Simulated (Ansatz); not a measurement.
Relaxed structures of CH5SSi (charge +1), singlet (PBE0-D4/def2-TZVP; forces vanish, vibrations not checked; lower isomers may exist, and structures with a doubtful reference or unclear bonds are left out; Å). Program: Ansatz 0.2.0. Basis: def2-TZVPP. Cores are frozen in the correlated methods.

(1) Rank them by CCSD(T) energy, lowest first, and give each one's height above the lowest. Links in brackets join atoms within 1.22 times the sum of their covalent radii (1.1 for two metals). (To be estimated.)
A.
CH₅SSi ([SiH2][CH][SH2]), total charge +1
```
8
angstrom
C -0.0541 -0.4262 -0.1175
Si 1.0632 0.8682 0.0944
S -0.8902 -1.0329 1.2518
H -0.2629 -0.8860 -1.0765
H -2.1926 -1.0817 0.8716
H 1.2803 1.4290 1.4384
H 1.7902 1.4019 -1.0663
H -0.7454 -2.3808 1.1796
```
B.
CH₅SSi ([CH2]1[SiH2][SH]1), total charge +1
```
8
angstrom
C -0.6804 0.0873 -0.6615
Si 0.7926 0.6534 0.2768
S -0.7219 -0.8525 0.9524
H -0.5943 -0.5706 -1.5208
H -1.5582 0.7281 -0.6999
H 0.6843 1.8718 1.0893
H 2.0855 0.0088 0.0105
H -0.0077 -1.9262 0.5532
```
C.
CH₅SSi ([CH3][SH][SiH]), total charge +1
```
8
angstrom
C -1.4055 -0.0437 -0.5976
Si 1.7514 0.7894 0.2032
S -0.1306 -0.4314 0.6198
H -1.0503 -0.2248 -1.6089
H -1.6480 1.0094 -0.4544
H -2.2759 -0.6556 -0.3648
H 2.4548 -0.3564 0.9061
H 0.2060 -1.6948 0.2905
```

T1 diagnostic: at most 0.014. The restricted Hartree–Fock reference is unstable towards an unrestricted one at one or more of these structures.

Results:

(1) By the calculation: B (0.00 kcal/mol), C (18.57 kcal/mol), A (34.06 kcal/mol). Heights count from the lowest.

For scale, one of the runs: CCSD(T)/def2-TZVPP, 185 basis functions, launched by `ansatz run in.yaml --threads 2 --pin off --events-out ev --progress --plain --max-ram 4352MiB`. Hardware: 2 CPU threads of an Intel Xeon 6975P-C, shared host. Wall time 12 s; peak host memory 1.9 GiB.
